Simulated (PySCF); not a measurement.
**Beryllium: a sound run and one with changed settings**

Sound run: Be [He] 2s2, Be⁺ [He] 2s1. Calculation: PySCF 2.14, in aug-cc-pVDZ-DK (4s3p2d, 23 functions); the spin-free X2C one-electron Hamiltonian (Gaussian nucleus). The sound run starts from symmetry-adapted Hartree-Fock orbitals and uses a fine grid where one is needed.

Changed run: 26 angular points. This setting is unsound on purpose.

```
species  method  sound run (hartree)  changed run (hartree)  converged
     Be     UHF            -14.57489              -14.57489        yes
     Be  r2SCAN            -14.65008              -14.65008        yes
     Be   M06-L            -14.66346              -14.66346        yes
    Be⁺     UHF            -14.27811              -14.27811        yes
    Be⁺  r2SCAN            -14.32565              -14.32565        yes
    Be⁺   M06-L            -14.33604              -14.33604        yes
```

Ionisation energy of Be:

| method | sound run (eV) | changed run (eV) |
| --- | --- | --- |
| UHF | 8.076 | 8.076 |
| r2SCAN | 8.828 | 8.828 |
| M06-L | 8.910 | 8.910 |

Here the setting changes nothing at the digits shown.

For comparison, NIST gives 9.323 eV between the lowest levels.
